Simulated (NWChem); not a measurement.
Species: NO cation

Program: NWChem. Each level has its own optimisation; frequencies are unscaled.

For level B3LYP/def2-TZVP:

```yaml
highest harmonic frequency (cm⁻¹): 2485
```

Q: What are these values for level PBE-D3(BJ)/def2-SVP?

A: The highest harmonic frequency (cm⁻¹) is 2413.
